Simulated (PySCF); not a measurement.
# CH2O2: excited-state relaxation, vibronic structure

Aim: compute the excited-state relaxation, vibronic structure of CH2O2 (`O=CO`).

Computed with PySCF 2.14.0 and routines of our own; the level stands in each step. Atoms count from 0.

## 1. The starting structure

5 atoms, charge 0, multiplicity 1; geometry from: GFN2-xTB.

## 2. Geometry optimisation at B3LYP/6-31+G*

The job: settings as JSON, then the geometry in Å.

```
{"job": {"xc": "B3LYP", "basis": "6-31+G*", "grid": 1, "kind": "geom"}, "charge": 0, "multiplicity": 1}
O     -0.658784     1.126476    -0.554433
C     -0.413538     0.025410    -0.167133
O      0.782297    -0.538584    -0.158730
H     -1.155371    -0.678320     0.239912
H      1.454017     0.067870    -0.515247
```

The run is started by

```bash
$ OMP_NUM_THREADS=1 python excited_run.py task.json out
```

This one command runs all jobs of the session in turn.

What it wrote:

```text
step   0  E = -189.76463377  max force = 0.026801
step   1  E = -189.76573874  max force = 0.002393
step   2  E = -189.76571625  max force = 0.002252
step   3  E = -189.76574153  max force = 0.000917
step   4  E = -189.76574700  max force = 0.000274
optimisation converged
```

It took 5 s on 1 thread of Arm Neoverse N1, shared host; peak memory 0.28 GiB.

Along the way:

```tsv
step	energy from step 0 (eV)	largest force component (eV/Å)
0	0.0000	1.3782
1	-0.0301	0.1231
2	-0.0295	0.1158
3	-0.0301	0.0472
4	-0.0303	0.0141
```

Distances of close pairs at the start and the end, largest changes first:

```tsv
bond	before (Å)	after (Å)	change (Å)
C1–O2	1.322	1.348	+0.026
O0–C1	1.193	1.207	+0.014
O2–H4	0.973	0.978	+0.005
C1–H3	1.101	1.098	-0.002
```

The final coordinates are the input of the step that follows.

```tsv
at the end point	value
point group (found at 0.08 Å tolerance)	Cs
rotational constants (GHz, main isotopes)	77.177, 11.947, 10.346
dipole moment (D)	1.53
```

## 3. Excited-state relaxation: TDA B3LYP/6-31+G*

The job: settings as JSON, then the geometry in Å.

```
{"job": {"kind": "xopt", "state": "S1", "method": "TDA", "freq": true, "xc": "B3LYP", "basis": "6-31+G*", "grid": 1}, "charge": 0, "multiplicity": 1}
O     -0.551150     1.181431    -0.608611
C     -0.306617     0.065588    -0.218472
O      0.914935    -0.504499    -0.215599
H     -1.045981    -0.637727     0.187681
H      1.548995     0.143862    -0.582028
```

Level: TDA B3LYP/6-31+G* excited-state geometry optimisation, gas phase.

What it wrote:

```text
final grid: 20488 points
cycle   1  E = -189.6157559175  dE =  5.071e-01  |g| = 8.761e-01  |ddm| = 2.101e+00
cycle   2  E = -189.1543136369  dE =  4.614e-01  |g| = 1.759e+00  |ddm| = 2.082e+00
cycle   3  E = -189.7466495580  dE = -5.923e-01  |g| = 3.127e-01  |ddm| = 1.576e+00
cycle   4  E = -189.7643216693  dE = -1.767e-02  |g| = 8.744e-02  |ddm| = 2.665e-01
cycle   5  E = -189.7657116336  dE = -1.390e-03  |g| = 1.215e-02  |ddm| = 5.734e-02
cycle   6  E = -189.7657439218  dE = -3.229e-05  |g| = 3.660e-03  |ddm| = 1.277e-02
cycle   7  E = -189.7657468901  dE = -2.968e-06  |g| = 7.106e-04  |ddm| = 3.316e-03
cycle   8  E = -189.7657469995  dE = -1.093e-07  |g| = 7.810e-05  |ddm| = 8.160e-04
cycle   9  E = -189.7657470010  dE = -1.543e-09  |g| = 9.599e-06  |ddm| = 1.128e-04
cycle  10  E = -189.7657470010  dE = -2.387e-11  |g| = 2.411e-06  |ddm| = 1.301e-05
converged SCF energy = -189.7657470010

vertical S1 at the ground-state geometry: 5.8109 eV
step    E(state)/Eh    max force   excitation/eV  root
  0    -189.54326227   0.201011     6.0224      1
  1    -189.57596348   0.032204     4.6233      1
  2    -189.57553424   0.012114     4.0869      1
  3    -189.57793273   0.010061     4.3088      1
  4    -189.58239989   0.025213     3.9718      1
  5    -189.58363689   0.025448     2.8120      1
  6    -189.58681357   0.009109     3.6231      1
  7    -189.58792923   0.002917     3.2885      1
  8    -189.58802161   0.004118     3.1774      1
  9    -189.58805838   0.001325     3.2336      1
 10    -189.58806939   0.000581     3.2244      1
 11    -189.58807901   0.000508     3.2235      1
 12    -189.58808169   0.000394     3.2128      1
optimisation converged
vertical emission 3.2128 eV, adiabatic 4.8345 eV, Stokes shift 2.5981 eV, reorganisation 0.9764 (excited) and 1.6217 eV (ground)
in cyclohexane: absorption 5.8580 eV (f = 0.0013, root 1), emission 3.2903 eV (f = 0.0013, root 1)
in dimethylsulfoxide: absorption 5.9370 eV (f = 0.0014, root 1), emission 3.4143 eV (f = 0.0015, root 1)
zero-point change -0.0931 eV, 0-0 energy 4.7415 eV
frequencies of the excited state (cm-1): 310 391 919 1029 1192 1227 1389 3128 3697
```

Run time: 1.7 min. Hardware: 1 thread of Arm Neoverse N1, shared host; peak memory 0.31 GiB.

In short:

```tsv
quantity	value
vertical absorption, S1	5.81 eV
adiabatic energy, S1	4.83 eV
vertical emission, S1	3.21 eV
Stokes shift, S1	2.60 eV
geometry moved (RMSD), S1	0.265 Å
```

Bonds of the start that changed most:

```tsv
bond	start (Å)	end (Å)
O0–C1	1.207	1.332
C1–O2	1.348	1.386
C1–H3	1.098	1.093
O2–H4	0.978	0.975
```

## 4. Excited-state relaxation: UKS B3LYP/6-31+G*

The job: settings as JSON, then the geometry in Å.

```
{"job": {"kind": "xopt", "state": "T1", "method": "UKS", "freq": true, "xc": "B3LYP", "basis": "6-31+G*", "grid": 1}, "charge": 0, "multiplicity": 1}
O     -0.551150     1.181431    -0.608611
C     -0.306617     0.065588    -0.218472
O      0.914935    -0.504499    -0.215599
H     -1.045981    -0.637727     0.187681
H      1.548995     0.143862    -0.582028
```

With the program's defaults for keys left out, this is: UKS B3LYP/6-31+G* excited-state geometry optimisation, gas phase.

What it wrote:

```text
final grid: 20488 points
cycle   1  E = -189.6157559175  dE =  5.071e-01  |g| = 8.761e-01  |ddm| = 2.101e+00
cycle   2  E = -189.1543136369  dE =  4.614e-01  |g| = 1.759e+00  |ddm| = 2.082e+00
cycle   3  E = -189.7466495580  dE = -5.923e-01  |g| = 3.127e-01  |ddm| = 1.576e+00
cycle   4  E = -189.7643216693  dE = -1.767e-02  |g| = 8.744e-02  |ddm| = 2.665e-01
cycle   5  E = -189.7657116336  dE = -1.390e-03  |g| = 1.215e-02  |ddm| = 5.734e-02
cycle   6  E = -189.7657439218  dE = -3.229e-05  |g| = 3.660e-03  |ddm| = 1.277e-02
cycle   7  E = -189.7657468901  dE = -2.968e-06  |g| = 7.106e-04  |ddm| = 3.316e-03
cycle   8  E = -189.7657469995  dE = -1.093e-07  |g| = 7.810e-05  |ddm| = 8.160e-04
cycle   9  E = -189.7657470010  dE = -1.543e-09  |g| = 9.599e-06  |ddm| = 1.128e-04
cycle  10  E = -189.7657470010  dE = -2.387e-11  |g| = 2.411e-06  |ddm| = 1.301e-05
converged SCF energy = -189.7657470010

vertical T1 at the ground-state geometry: 5.3002 eV
step    E(state)/Eh    max force   <S^2>
  0    -189.56222286   0.192447    2.0057
  1    -189.59553237   0.038277    2.0061
  2    -189.59692822   0.018784    2.0069
  3    -189.60211053   0.028714    2.0066
  4    -189.57639556   0.080355    2.0066
  5    -189.60909892   0.017918    2.0065
  6    -189.60899876   0.015000    2.0051
  7    -189.61165365   0.004325    2.0054
  8    -189.61104217   0.011054    2.0062
  9    -189.61197284   0.001631    2.0058
 10    -189.61198574   0.001044    2.0058
 11    -189.61198600   0.000680    2.0058
 12    -189.61198900   0.000202    2.0058
optimisation converged
vertical emission 2.1834 eV, adiabatic 4.1840 eV, Stokes shift 3.1168 eV, reorganisation 1.1163 (excited) and 2.0005 eV (ground)
zero-point change -0.1018 eV, 0-0 energy 4.0822 eV
frequencies of the excited state (cm-1): 329 361 939 1032 1139 1196 1349 3091 3705
```

Run time: 68 s. Hardware: 1 thread of Arm Neoverse N1, shared host; peak memory 0.31 GiB.

Key values:

```tsv
quantity	value
vertical gap at the ground-state geometry, T1	5.30 eV
adiabatic energy, T1	4.18 eV
vertical gap at the relaxed geometry, T1	2.18 eV
difference of the two gaps, T1	3.12 eV
geometry moved (RMSD), T1	0.317 Å
```

Bonds of the start that changed most:

```tsv
bond	start (Å)	end (Å)
O0–C1	1.207	1.352
C1–O2	1.348	1.390
O2–H4	0.978	0.974
C1–H3	1.098	1.094
```

## 5. Excited-state relaxation: TDA B3LYP/6-31+G*

The job: settings as JSON, then the geometry in Å.

```
{"job": {"kind": "xopt", "state": "T1", "method": "TDA", "xc": "B3LYP", "basis": "6-31+G*", "grid": 1}, "charge": 0, "multiplicity": 1}
O     -0.551150     1.181431    -0.608611
C     -0.306617     0.065588    -0.218472
O      0.914935    -0.504499    -0.215599
H     -1.045981    -0.637727     0.187681
H      1.548995     0.143862    -0.582028
```

Method: TDA B3LYP/6-31+G* excited-state geometry optimisation, gas phase.

What it wrote:

```text
final grid: 20488 points
cycle   1  E = -189.6157559175  dE =  5.071e-01  |g| = 8.761e-01  |ddm| = 2.101e+00
cycle   2  E = -189.1543136369  dE =  4.614e-01  |g| = 1.759e+00  |ddm| = 2.082e+00
cycle   3  E = -189.7466495580  dE = -5.923e-01  |g| = 3.127e-01  |ddm| = 1.576e+00
cycle   4  E = -189.7643216693  dE = -1.767e-02  |g| = 8.744e-02  |ddm| = 2.665e-01
cycle   5  E = -189.7657116336  dE = -1.390e-03  |g| = 1.215e-02  |ddm| = 5.734e-02
cycle   6  E = -189.7657439218  dE = -3.229e-05  |g| = 3.660e-03  |ddm| = 1.277e-02
cycle   7  E = -189.7657468901  dE = -2.968e-06  |g| = 7.106e-04  |ddm| = 3.316e-03
cycle   8  E = -189.7657469995  dE = -1.093e-07  |g| = 7.810e-05  |ddm| = 8.160e-04
cycle   9  E = -189.7657470010  dE = -1.543e-09  |g| = 9.599e-06  |ddm| = 1.128e-04
cycle  10  E = -189.7657470010  dE = -2.387e-11  |g| = 2.411e-06  |ddm| = 1.301e-05
converged SCF energy = -189.7657470010

vertical T1 at the ground-state geometry: 5.2546 eV
step    E(state)/Eh    max force   excitation/eV  root
  0    -189.56381358   0.199588     5.4632      1
  1    -189.60029507   0.031259     3.7869      1
  2    -189.60449684   0.028286     2.4173      1
  3    -189.61028955   0.015464     2.8080      1
  4    -189.58116452   0.068892    -0.6122      1
  5    -189.60626479   0.026070     1.2644      1
  6    -189.61085565   0.006750     2.1122      1
  7    -189.61122391   0.003688     2.5157      1
  8    -189.61129811   0.001200     2.4347      1
  9    -189.61131145   0.000902     2.3762      1
 10    -189.61131347   0.000746     2.3718      1
 11    -189.61131131   0.000418     2.3722      1
optimisation converged
vertical emission 2.3722 eV, adiabatic 4.2024 eV, Stokes shift 2.8824 eV, reorganisation 1.0522 (excited) and 1.8302 eV (ground)
```

Wall time 24 s (1 thread of Arm Neoverse N1, shared host); peak memory 0.31 GiB.

From this job:

```tsv
quantity	value
vertical gap at the ground-state geometry, T1	5.25 eV
adiabatic energy, T1	4.20 eV
vertical gap at the relaxed geometry, T1	2.37 eV
difference of the two gaps, T1	2.88 eV
geometry moved (RMSD), T1	0.305 Å
```

Bonds of the start that changed most:

```tsv
bond	start (Å)	end (Å)
O0–C1	1.207	1.335
C1–O2	1.348	1.388
O2–H4	0.978	0.974
C1–H3	1.098	1.095
```

## 6. Vibronic structure: TDA B3LYP/6-31+G*

The job: settings as JSON, then the geometry in Å.

```
{"job": {"kind": "vib", "tda": true, "freq": true, "xc": "B3LYP", "basis": "6-31+G*", "grid": 1}, "charge": 0, "multiplicity": 1}
O     -0.551150     1.181431    -0.608611
C     -0.306617     0.065588    -0.218472
O      0.914935    -0.504499    -0.215599
H     -1.045981    -0.637727     0.187681
H      1.548995     0.143862    -0.582028
```

With the program's defaults for keys left out, this is: TDA B3LYP/6-31+G* vertical-gradient vibronic structure (displaced harmonic oscillators, Condon), gas phase.

What it wrote:

```text
final grid: 20488 points
cycle   1  E = -189.6157559175  dE =  5.071e-01  |g| = 8.761e-01  |ddm| = 2.101e+00
cycle   2  E = -189.1543136369  dE =  4.614e-01  |g| = 1.759e+00  |ddm| = 2.082e+00
cycle   3  E = -189.7466495580  dE = -5.923e-01  |g| = 3.127e-01  |ddm| = 1.576e+00
cycle   4  E = -189.7643216693  dE = -1.767e-02  |g| = 8.744e-02  |ddm| = 2.665e-01
cycle   5  E = -189.7657116336  dE = -1.390e-03  |g| = 1.215e-02  |ddm| = 5.734e-02
cycle   6  E = -189.7657439218  dE = -3.229e-05  |g| = 3.660e-03  |ddm| = 1.277e-02
cycle   7  E = -189.7657468901  dE = -2.968e-06  |g| = 7.106e-04  |ddm| = 3.316e-03
cycle   8  E = -189.7657469995  dE = -1.093e-07  |g| = 7.810e-05  |ddm| = 8.160e-04
cycle   9  E = -189.7657470010  dE = -1.543e-09  |g| = 9.599e-06  |ddm| = 1.128e-04
cycle  10  E = -189.7657470010  dE = -2.387e-11  |g| = 2.411e-06  |ddm| = 1.301e-05
converged SCF energy = -189.7657470010

Singlet excitations (eV, f): 5.811 (0.0012)  7.389 (0.0369)  8.026 (0.0455)  8.261 (0.0016)  8.698 (0.0696)  8.974 (0.0107)

State S1  5.8109 eV  f = 0.00123  H->L 0.99
  relaxed dipole 0.841 D, largest gradient of the excitation energy 0.1738 Eh/bohr
  mode    cm-1        S   lambda/meV  Raman
    7   1823.9    2.0785     470.0   1.000
    4   1136.4    0.7000      98.6   0.131
    5   1299.1    0.1055      17.0   0.026
    8   3106.4    0.0385      14.8   0.054
    1    621.9    0.0457       3.5   0.003
  reorganisation energy 0.6044 eV, total S 2.969, 0-0 5.2064 eV
  absorption maximum 5.658 eV, width 0.622 eV

State S3  8.0264 eV  f = 0.04549  H->L+2 0.98
  relaxed dipole 8.549 D, largest gradient of the excitation energy 0.0758 Eh/bohr
  mode    cm-1        S   lambda/meV  Raman
    7   1823.9    0.4848     109.6   1.000
    6   1407.8    0.3977      69.4   0.489
    4   1136.4    0.2407      33.9   0.193
    1    621.9    0.2812      21.7   0.067
    8   3106.4    0.0136       5.3   0.082
    9   3656.0    0.0074       3.4   0.061
  reorganisation energy 0.2433 eV, total S 1.426, 0-0 7.7831 eV
  absorption maximum 7.783 eV, width 0.256 eV

State S5  8.6981 eV  f = 0.06960  H->L+3 0.77, H-1->L 0.19
  relaxed dipole 2.983 D, largest gradient of the excitation energy 0.0849 Eh/bohr
  mode    cm-1        S   lambda/meV  Raman
    7   1823.9    0.5037     113.9   1.000
    1    621.9    0.3021      23.3   0.070
    5   1299.1    0.0474       7.6   0.048
    4   1136.4    0.0116       1.6   0.009
  reorganisation energy 0.1484 eV, total S 0.871, 0-0 8.5497 eV
  absorption maximum 8.550 eV, width 0.250 eV

State T1  5.2546 eV  f = 0.00000  H->L 0.99
  relaxed dipole 0.707 D, largest gradient of the excitation energy 0.1729 Eh/bohr
  mode    cm-1        S   lambda/meV  Raman
    7   1823.9    2.0675     467.5   1.000
    4   1136.4    0.7294     102.8   0.137
    8   3106.4    0.0428      16.5   0.060
    5   1299.1    0.0874      14.1   0.021
    6   1407.8    0.0068       1.2   0.002
    1    621.9    0.0081       0.6   0.000
  reorganisation energy 0.6034 eV, total S 2.944, 0-0 4.6512 eV
  absorption maximum 5.103 eV, width 0.624 eV
```

It took 3.3 s on 1 thread of Arm Neoverse N1, shared host; peak memory 0.31 GiB.

## 7. Results

| quantity | value |
| --- | --- |
| point group | Cs |
| rotational constants (main isotopes) | 77.18, 11.95, 10.35 GHz |
| vertical absorption, S1 (step 3, TDA B3LYP/6-31+G*) | 5.81 eV |
| adiabatic energy, S1 (step 3, TDA B3LYP/6-31+G*) | 4.83 eV |
| vertical emission, S1 (step 3, TDA B3LYP/6-31+G*) | 3.21 eV |
| Stokes shift, S1 (step 3, TDA B3LYP/6-31+G*) | 2.60 eV |
| vertical gap at the ground-state geometry, T1 (step 4, UKS B3LYP/6-31+G*) | 5.30 eV |
| adiabatic energy, T1 (step 4, UKS B3LYP/6-31+G*) | 4.18 eV |
| vertical gap at the relaxed geometry, T1 (step 4, UKS B3LYP/6-31+G*) | 2.18 eV |
| difference of the two gaps, T1 (step 4, UKS B3LYP/6-31+G*) | 3.12 eV |
| vertical gap at the ground-state geometry, T1 (step 5, TDA B3LYP/6-31+G*) | 5.25 eV |
| adiabatic energy, T1 (step 5, TDA B3LYP/6-31+G*) | 4.20 eV |
| vertical gap at the relaxed geometry, T1 (step 5, TDA B3LYP/6-31+G*) | 2.37 eV |
| difference of the two gaps, T1 (step 5, TDA B3LYP/6-31+G*) | 2.88 eV |
| S1: vertical, reorganisation, 0-0, total S (step 6, TDA B3LYP/6-31+G*, modes from B3LYP/6-31+G*) | 5.81, 0.60, 5.21 eV; 3.0 |
| S3: vertical, reorganisation, 0-0, total S (step 6, TDA B3LYP/6-31+G*, modes from B3LYP/6-31+G*) | 8.03, 0.24, 7.78 eV; 1.4 |
| S5: vertical, reorganisation, 0-0, total S (step 6, TDA B3LYP/6-31+G*, modes from B3LYP/6-31+G*) | 8.70, 0.15, 8.55 eV; 0.9 |

Over 4 steps the energy fell by 0.030 eV; of the close pairs, C1–O2 changed most, 1.322 to 1.348 Å. In step 3 (excited-state relaxation), among the bonds O0–C1 changes most, from 1.207 to 1.332 Å. In step 4 the harmonic model is doubtful. In step 4 (excited-state relaxation), among the bonds O0–C1 changes most, from 1.207 to 1.352 Å. Where no frequencies were run, the relaxed excited state may be a saddle. In step 5 (excited-state relaxation), among the bonds O0–C1 changes most, from 1.207 to 1.335 Å. The vibronic model keeps the ground-state modes and shifts them along the gradient alone, so it can miss much of the relaxation that a full optimisation finds. ΔSCF (UKS) and response values aren't on one footing and may follow different states, so their differences aren't method errors alone, and singlets and triplets from the two don't rank.
